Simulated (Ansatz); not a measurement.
# Basis-set limit of CH$_{3}$B, singlet

```yaml
atoms:
  - { symbol: C, position_ang: [-0.3929, 0.3522, -0.2662] }
  - { symbol: B, position_ang: [-0.0732, -1.0074, 0.3759] }
  - { symbol: H, position_ang: [-1.1662, 0.8732, 0.3274] }
  - { symbol: H, position_ang: [0.5193, 0.9756, -0.2995] }
  - { symbol: H, position_ang: [-0.7668, 0.2017, -1.2954] }
```

Connectivity, by distances: CH3–B.

Ansatz 0.2.0, RHF determinant, valence electrons correlated. Energies in eV.

```json
{"set": "def2-TZVPP", "X": "3", "functions": "104", "Hartree–Fock": "-1747.3034", "MP2 correlation": "-6.7468", "CCSD(T) correlation": "-7.9260", "time": "2 s on 1 × NVIDIA H100 80GB HBM3 with 1 thread of AMD EPYC 7R13 Processor (Zen 3), with other jobs on the host"}
{"set": "def2-QZVPP", "X": "4", "functions": "204", "Hartree–Fock": "-1747.3795", "MP2 correlation": "-7.1831", "CCSD(T) correlation": "-8.2873", "time": "2.4 s on 1 × NVIDIA H100 80GB HBM3 with 1 thread of AMD EPYC 7R13 Processor (Zen 3) (shared host)"}
```

Hartree–Fock is taken to follow E(X) = E∞ + A·exp(−7.88·√X), correlation E(X) = E∞ + B·X^−2.97.

Cautions: higher spins were not checked; restricted determinant unstable towards unrestricted.

Q: Work out the CCSD(T) energy at the limit, and how far the shortcut misses it that extrapolates MP2 and adds CCSD(T) minus MP2 from the smaller set.

A: Hartree–Fock: E∞ = E4 + 0.1377·(E4 − E3) = -1747.3900. Correlation: E∞ = E4 + 0.7407·(E4 − E3) = -8.5549 for CCSD(T) and -7.5064 for MP2. The limit is -1755.9449 eV, 0.278 eV below def2-QZVPP. The shortcut gives a correlation energy of -7.5064 + (-1.1792) = -8.6856, 131 meV lower than the direct value.
